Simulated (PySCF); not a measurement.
Method: PBE-D3(BJ)/def2-TZVP (PySCF 2.14.0). Isolated molecules, 0 K electronic values unless said otherwise. 

Reference species (SMILES): `[CH3]` (neutral, multiplicity 2).

* **highest occupied spin orbital**: -5.38 eV

Changed species: `N#[C]` (radical fragment; the reference has radical fragment).

**Question.** What does the change do to the highest occupied spin orbital?

**Answer.** the highest occupied spin orbital drops by 3.97 eV, to -9.35 eV.
